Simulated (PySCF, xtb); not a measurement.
propane (C₃H₈), SMILES CCC.

GFN2-xTB (xtb) at its own geometry gives an orbital gap of 14.58 eV and a dipole moment of 0.02 D.

Geometry: ωB97X-D3(BJ)/def2-SVP.

Task: What does PBE/def2-TZVPD (PySCF) give? (The exact figures need the calculation; the answer reports its results.)

Result: gap 7.55 eV (levels -7.70 and -0.15 eV), dipole 0.10 D.
